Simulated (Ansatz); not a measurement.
A made-up structure of CH₂OS, closed shell:

O1  (-0.705, -0.612, 1.053)
C2  (-0.434, -0.362, -0.083)
S3  (0.849, 0.724, -0.631)
H4  (-0.970, -0.794, -0.948)
H5  (-0.995, -0.759, 1.967)
(Å)

It is relaxed with PBE-D4/def2-SVP and then PBE0-D4/def2-TZVP (Ansatz 0.2.0). Atoms count as bonded within 1.22 times the sum of their covalent radii (H–H: 0.88 Å). The end point is not checked to be a true minimum.

(1) Does its bonding change? (A judgement: the text doesn't fix the answer.)

Results:

(1) The calculation gives: No: no bond forms or breaks.

Where it ends: The first stage lowers the energy by 2.04 eV in 13 steps. It ends as CH₂OS ([OH][CH][S]):
```csv
atom,x (Å),y (Å),z (Å)
O1,-1.0027,-0.8455,0.9920
C2,-0.4701,-0.3885,-0.1290
S3,0.7196,0.6951,-0.2484
H4,-0.9538,-0.8531,-0.9879
H5,-0.5480,-0.4105,1.7314
```

Labels in which every atom is bracketed show which atoms are joined, not bond orders.

For scale, one of the runs: PBE0-D4/def2-TZVP relaxation, 111 basis functions, launched by `ansatz run in.yaml --threads 2 --pin off --events-out ev --progress --plain --max-ram 4352MiB`. The run took about 15 s on 2 CPU threads of an Arm Neoverse V1 (shared host).
